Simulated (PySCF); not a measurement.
**Ionisation energy of N by level of theory**

N [He] 2s2 2p3 (4S) → N⁺ [He] 2s2 2p2 (3P), as a difference of total energies. Calculation: PySCF 2.14, in aug-cc-pwCVDZ (5s4p2d, 27 functions); no relativity, point nucleus. Correlated levels: valence: 1s2 frozen; valence and next inner shell: nothing frozen. The calculations carry no spin-orbit coupling.

```csv
method,ionisation energy (eV)
UHF,13.921
LDA,15.014
PBE,14.741
PBE0,14.718
r2SCAN,14.840
M06-L,14.851
CAM-B3LYP,14.707
M06-2X,14.554
r2SCANh,14.819
MP2 (valence),14.478
SCS-MP2 (valence),14.252
MP2 (valence and next inner shell),14.487
SCS-MP2 (valence and next inner shell),14.257
```

A first-order spin-orbit estimate (lowest level to lowest level, LS coupling) adds -0.011 eV.

Errors of the correlated levels include the incompleteness of this basis and the frozen core.

Task: Which method comes closest to the reference value, and which is furthest?

Result: The reference is 14.534 eV (measured; NIST Atomic Spectra Database, ionization energies). Closest: M06-2X (error 0.010 eV); furthest: UHF (error -0.623 eV), both after the spin-orbit estimate.
